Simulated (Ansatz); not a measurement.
Method: PBE-D3(BJ)/def2-TZVP (Ansatz, a quantum-chemistry and plane-wave program). No frequencies were computed at this level.

Ansatz 0.2 input:
```yaml
crystal:
  periodic: [false, false, false]
  atoms:
    - { symbol: C, position_ang: [-1.090051, -0.149859, -0.053512] }
    - { symbol: C, position_ang: [0.228065, 0.593837, -0.014262] }
    - { symbol: N, position_ang: [1.308739, -0.220202, 0.0803] }
    - { symbol: O, position_ang: [0.331653, 1.796494, -0.061429] }
    - { symbol: H, position_ang: [-1.212133, -0.736983, 0.854002] }
    - { symbol: H, position_ang: [-1.113678, -0.819222, -0.910518] }
    - { symbol: H, position_ang: [-1.904109, 0.564058, -0.132008] }
    - { symbol: H, position_ang: [2.226117, 0.191261, 0.114852] }
    - { symbol: H, position_ang: [1.225397, -1.219385, 0.122576] }
basis:
  gaussian: { orbitals: def2-tzvp }
hamiltonian:
  xc: pbe
  dispersion: d3bj
relax:
  max_steps: 150
```

Output:

```
Functional definition: PBE
886 factors; their error is unknown
mean field evaluation 1: about -5675.7214 eV, gradient 8.2e1 eV
mean field evaluation 2: about -5649.4399 eV, gradient 1.3e2 eV
mean field evaluation 4: about -5688.3443 eV, gradient 1.4e1 eV
mean field evaluation 8: about -5688.7041 eV, gradient 1.3e-1 eV
mean field evaluation 16: about -5688.6815 eV, gradient 3.6e-4 eV
mean field -5688.68152031 eV, -209.0551899444 hartree, gradient 2.4e-5 eV, S^2 0.000000; 0 other end points of the search recorded, 0 dependent functions left out
reference -5688.68155391 eV, -209.0551911795 hartree; 16, 16 occupied and 138, 138 virtual orbitals, 886 factors
relax step   1: F+E_penalty+E_count = -5688.82325464 eV  Δ(F+E_penalty+E_count) = +0.000e0 eV  max|allowed force component| = 1.443e0 eV/Å  Δτ_max = 0.0000 Å  (29 SCF iters, accepted)
these checks for a lower state are left out or cut short: starts, cluster_reference, orbital_swaps, neighbouring_geometries, increment
886 factors; their error is unknown
mean field -5688.71103300 eV, -209.0562745161 hartree, gradient 1.4e-5 eV, S^2 0.000000; 0 other end points of the search recorded, 0 dependent functions left out
reference -5688.71106680 eV, -209.0562757579 hartree; 16, 16 occupied and 138, 138 virtual orbitals, 886 factors
relax step   2: F+E_penalty+E_count = -5688.85201993 eV  Δ(F+E_penalty+E_count) = -2.877e-2 eV  max|allowed force component| = 2.917e-1 eV/Å  Δτ_max = 0.0215 Å  (33 SCF iters, accepted)
these checks for a lower state are left out or cut short: starts, cluster_reference, orbital_swaps, neighbouring_geometries, increment
886 factors; their error is unknown
mean field evaluation 32: about -5688.7138 eV, gradient 1.3e-5 eV
mean field -5688.71380357 eV, -209.0563763326 hartree, gradient 1.3e-5 eV, S^2 0.000000; 0 other end points of the search recorded, 0 dependent functions left out
reference -5688.71383746 eV, -209.0563775780 hartree; 16, 16 occupied and 138, 138 virtual orbitals, 886 factors
relax step   3: F+E_penalty+E_count = -5688.85448657 eV  Δ(F+E_penalty+E_count) = -2.467e-3 eV  max|allowed force component| = 2.261e-2 eV/Å  Δτ_max = 0.0127 Å  (33 SCF iters, accepted)
these checks for a lower state are left out or cut short: starts, cluster_reference, orbital_swaps, neighbouring_geometries, increment
886 factors; their error is unknown
mean field -5688.71388595 eV, -209.0563793598 hartree, gradient 1.3e-5 eV, S^2 0.000000; 0 other end points of the search recorded, 0 dependent functions left out
reference -5688.71391985 eV, -209.0563806056 hartree; 16, 16 occupied and 138, 138 virtual orbitals, 886 factors
relax step   4: F+E_penalty+E_count = -5688.85455581 eV  Δ(F+E_penalty+E_count) = -6.924e-5 eV  max|allowed force component| = 1.038e-2 eV/Å  Δτ_max = 0.0025 Å  (34 SCF iters, accepted)
these checks for a lower state are left out or cut short: starts, cluster_reference, orbital_swaps, neighbouring_geometries, increment
886 factors; their error is unknown
mean field -5688.71389101 eV, -209.0563795458 hartree, gradient 1.3e-5 eV, S^2 0.000000; 0 other end points of the search recorded, 0 dependent functions left out
reference -5688.71392491 eV, -209.0563807915 hartree; 16, 16 occupied and 138, 138 virtual orbitals, 886 factors
relax step   5: F+E_penalty+E_count = -5688.85456000 eV  Δ(F+E_penalty+E_count) = -4.191e-6 eV  max|allowed force component| = 2.110e-2 eV/Å  Δτ_max = 0.0021 Å  (34 SCF iters, accepted)
these checks for a lower state are left out or cut short: starts, cluster_reference, orbital_swaps, neighbouring_geometries, increment
886 factors; their error is unknown
mean field -5688.71389935 eV, -209.0563798524 hartree, gradient 1.3e-5 eV, S^2 0.000000; 0 other end points of the search recorded, 0 dependent functions left out
reference -5688.71393325 eV, -209.0563810983 hartree; 16, 16 occupied and 138, 138 virtual orbitals, 886 factors
relax step   6: F+E_penalty+E_count = -5688.85456804 eV  Δ(F+E_penalty+E_count) = -8.041e-6 eV  max|allowed force component| = 2.251e-2 eV/Å  Δτ_max = 0.0029 Å  (34 SCF iters, accepted)
these checks for a lower state are left out or cut short: starts, cluster_reference, orbital_swaps, neighbouring_geometries, increment
886 factors; their error is unknown
mean field -5688.71391178 eV, -209.0563803090 hartree, gradient 1.3e-5 eV, S^2 0.000000; 0 other end points of the search recorded, 0 dependent functions left out
reference -5688.71394568 eV, -209.0563815548 hartree; 16, 16 occupied and 138, 138 virtual orbitals, 886 factors
relax step   7: F+E_penalty+E_count = -5688.85458400 eV  Δ(F+E_penalty+E_count) = -1.596e-5 eV  max|allowed force component| = 4.420e-4 eV/Å  Δτ_max = 0.0013 Å  (34 SCF iters, accepted)
886 factors; their error is unknown
mean field evaluation 64: about -5688.7137 eV, gradient 4.3e-1 eV
mean field -5688.71391178 eV, -209.0563803090 hartree, gradient 1.3e-5 eV, S^2 0.000000; 1 other end points of the search recorded, 0 dependent functions left out
reference -5688.71394568 eV, -209.0563815548 hartree; 16, 16 occupied and 138, 138 virtual orbitals, 886 factors
Total energy: -5688.85461790 eV, -209.0615511637 hartree
Atom 0 at    -1.099456    -0.149141    -0.053960 Å, force     0.000034     0.000016    -0.000057 eV/Å
Atom 1 at     0.230788     0.586041    -0.013280 Å, force     0.000191     0.000150    -0.000070 eV/Å
Atom 2 at     1.331174    -0.225108     0.082190 Å, force    -0.000082     0.000246    -0.000022 eV/Å
Atom 3 at     0.324793     1.806942    -0.061110 Å, force    -0.000226     0.000088     0.000236 eV/Å
Atom 4 at    -1.245480    -0.747153     0.857868 Å, force    -0.000063     0.000118     0.000018 eV/Å
Atom 5 at    -1.145087    -0.832444    -0.914970 Å, force     0.000257    -0.000065     0.000014 eV/Å
Atom 6 at    -1.904751     0.587041    -0.134787 Å, force    -0.000053    -0.000001    -0.000022 eV/Å
Atom 7 at     2.247271     0.207549     0.115009 Å, force    -0.000064    -0.000110    -0.000262 eV/Å
Atom 8 at     1.260749    -1.233728     0.123042 Å, force     0.000006    -0.000442     0.000163 eV/Å
Dipole moment:     0.121156    -0.788232     0.041744 e Å
```

Cost: about 30 core-seconds (a rough figure).
